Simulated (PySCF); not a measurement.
## A small calculation by hand: entropy of an ideal gas

CH2F2, SMILES C(F)F (connectivity only; charge and spin as stated), charge +1, multiplicity 2.

Coordinates come from a ωB97X-D3(BJ)/def2-TZVP optimisation. The multiplicity is an assumed one; other spin states were not compared.

ωB97X-D3(BJ)/def2-TZVP in PySCF gives the harmonic wavenumbers 597, 639, 994, 1061, 1090, 1274, 1459, 2144, 2514 cm⁻¹ and the rotational temperatures 2.6795, 0.5270, 0.4628 K. The molar mass is 52.02 g/mol, the symmetry number 2, the spin multiplicity 2.

Task: Work out the entropy at 298.15 K and 1 atm in the rigid-rotor, harmonic-oscillator model.

Result: 
Translation (Sackur–Tetrode at 1 atm): S = R[1.5 ln M + 2.5 ln T − 1.16487] = 158.0 J/(mol K).
Rotation: q = (√π/σ) T^1.5/√(θA θB θC) = 5640, S = R[ln q + 3/2] = 84.3 J/(mol K).
Vibration: with u = 1.4388 ν/T, each mode gives R[u/(e^u − 1) − ln(1 − e^−u)]:
```json
[
 {"ν (cm⁻¹)": "597", "modes": "1", "u": "2.88", "S (J/(mol K))": "1.90"},
 {"ν (cm⁻¹)": "639", "modes": "1", "u": "3.08", "S (J/(mol K))": "1.62"},
 {"ν (cm⁻¹)": "994", "modes": "1", "u": "4.80", "S (J/(mol K))": "0.40"},
 {"ν (cm⁻¹)": "1061", "modes": "1", "u": "5.12", "S (J/(mol K))": "0.31"},
 {"ν (cm⁻¹)": "1090", "modes": "1", "u": "5.26", "S (J/(mol K))": "0.27"},
 {"ν (cm⁻¹)": "1274", "modes": "1", "u": "6.15", "S (J/(mol K))": "0.13"},
 {"ν (cm⁻¹)": "1459", "modes": "1", "u": "7.04", "S (J/(mol K))": "0.06"}
]
```
The stiffer modes add less than 0.005 each. Sum 4.7 J/(mol K).
Spin: R ln 2 = 5.8 J/(mol K).
Total 252.8 J/(mol K); the program's own thermochemistry gives 252.8. Translation makes up 63 % and vibration 2 %. Anharmonicity, hindered rotation and orbital degeneracy are left out.
